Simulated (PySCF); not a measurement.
Theory: delta-SCF UKS SCAN, pcX-2 on the ionised atom, pcseg-1 elsewhere, spin-free X2C in PySCF. Geometries: PBE0-D3(BJ)/def2-SVP; isolated species, one conformer each. Kα1 is taken as the energy difference of the 1s-hole and 2p3/2-hole states at the ground state's geometry. Spin–orbit coupling isn't in the SCF: each 2p doublet comes from a relaxed spin-free hole plus a matrix of the shell (mean-field spin–orbit coupling and the ground-state 2p splitting), with 2p3/2 averaged over its two sublevels.

```tsv
site	Cl 2p3/2 (eV)
chlorine in `C(=C)CCl`	205.79
chlorine in `C=C(C)Cl`	206.14
chlorine in `C=C(Cl)C(N)=O`	206.66
```

What are the Cl 1s binding energies, and the Kα1 emission energies that follow?

```tsv
site	bonded to	1s (eV)	2p3/2 (eV)	Kα1 = 1s − 2p3/2 (eV)
chlorine in `C(=C)CCl`	C	2828.38	205.79	2622.59
chlorine in `C=C(C)Cl`	C	2828.74	206.14	2622.60
chlorine in `C=C(Cl)C(N)=O`	C	2829.27	206.66	2622.61
```

Ranges: 1s 0.89 eV, 2p3/2 0.87 eV, Kα1 0.02 eV.
